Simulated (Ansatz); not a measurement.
Debugging a ladder of basis sets of CH4BO, SMILES CB[O] (Ansatz 0.2.0, Python API).

The script, `ch4bo_basis.py`:
```python
# -*- coding: utf-8 -*-
import ansatz as az

GEOMETRY = """
C    -0.53800    0.32950   -0.14950
B     0.69610   -0.45330    0.26330
O     1.38180   -1.24970   -0.73920
H    -1.28500   -0.30870   -0.55560
H    -0.31180    1.09830   -0.96770
H    -0.99030    0.93220    0.71740
H     1.10850   -0.41620    1.38560
"""

system = az.Crystal.molecule()
for line in GEOMETRY.strip().splitlines():
    symbol, *xyz = line.split()
    system = system.atom(symbol, [float(v) for v in xyz])

job = system.calculation().correlation("mp2").spin("collinear", total=5)

energies = {}
for basis in ["cc-pVDZ", "cc-pVTZ"]:
    rep = job.basis(gaussian=basis).run(threads=1).report
    size = rep["n_frozen"] + rep["n_occupied"][0] + rep["n_virtual"][0]
    energies[basis] = (rep["reference_energy_ev"] / 27.211386246, rep["free_energy_ev"] / 27.211386246)
    print(f"{basis:14s} {size:4d} orbitals  reference {energies[basis][0]:14.6f} Ha  total {energies[basis][1]:14.6f} Ha")

small, large = (energies[b][1] - energies[b][0] for b in ("cc-pVDZ", "cc-pVTZ"))
limit = (3 ** 3 * large - 2 ** 3 * small) / (3 ** 3 - 2 ** 3)
print(f"correlation energy: {small:.6f} and {large:.6f} Ha, extrapolated {limit:.6f} Ha")
print(f"share caught by the larger set: {100 * large / limit:.1f} %")
```

```console
$ python ch4bo_basis.py
cc-pVDZ          62 orbitals  reference    -139.189922 Ha  total    -139.503975 Ha
cc-pVTZ         146 orbitals  reference    -139.246560 Ha  total    -139.651664 Ha
correlation energy: -0.314053 and -0.405105 Ha, extrapolated -0.443442 Ha
share caught by the larger set: 91.4 %
```

The script ran to its end, but the result can't be trusted. Why?

The fault: the spin state is higher than the ground state's. Mended:

`ch4bo_basis.py`
```python
# -*- coding: utf-8 -*-
import ansatz as az

GEOMETRY = """
C    -0.53800    0.32950   -0.14950
B     0.69610   -0.45330    0.26330
O     1.38180   -1.24970   -0.73920
H    -1.28500   -0.30870   -0.55560
H    -0.31180    1.09830   -0.96770
H    -0.99030    0.93220    0.71740
H     1.10850   -0.41620    1.38560
"""

system = az.Crystal.molecule()
for line in GEOMETRY.strip().splitlines():
    symbol, *xyz = line.split()
    system = system.atom(symbol, [float(v) for v in xyz])

job = system.calculation().correlation("mp2").spin("collinear", total=1)

energies = {}
for basis in ["cc-pVDZ", "cc-pVTZ"]:
    rep = job.basis(gaussian=basis).run(threads=1).report
    size = rep["n_frozen"] + rep["n_occupied"][0] + rep["n_virtual"][0]
    energies[basis] = (rep["reference_energy_ev"] / 27.211386246, rep["free_energy_ev"] / 27.211386246)
    print(f"{basis:14s} {size:4d} orbitals  reference {energies[basis][0]:14.6f} Ha  total {energies[basis][1]:14.6f} Ha")

small, large = (energies[b][1] - energies[b][0] for b in ("cc-pVDZ", "cc-pVTZ"))
limit = (3 ** 3 * large - 2 ** 3 * small) / (3 ** 3 - 2 ** 3)
print(f"correlation energy: {small:.6f} and {large:.6f} Ha, extrapolated {limit:.6f} Ha")
print(f"share caught by the larger set: {100 * large / limit:.1f} %")
```

After the fix:

```console
$ python ch4bo_basis.py
cc-pVDZ          62 orbitals  reference    -139.748499 Ha  total    -140.119100 Ha
cc-pVTZ         146 orbitals  reference    -139.790243 Ha  total    -140.257660 Ha
correlation energy: -0.370600 and -0.467417 Ha, extrapolated -0.508182 Ha
share caught by the larger set: 92.0 %
```

Caveats:
- The drop along the ladder measures the basis error, and is no property of the molecule.
- The geometry is a force-field or estimated start, not a minimum of this method, and the last set is no limit. Much of the fall in a total is atomic energy, which cancels in bond and reaction energies.
- The species is open-shell (spin multiplicity 2).
- Inner cores stay frozen, so this is valence correlation.
- An extrapolation from small basis sets is rough.
- The whole script took 3.5 s on 1 thread of Intel(R) Xeon(R) Processor @ 2.30GHz (shared host), peak memory 0.33 GiB.
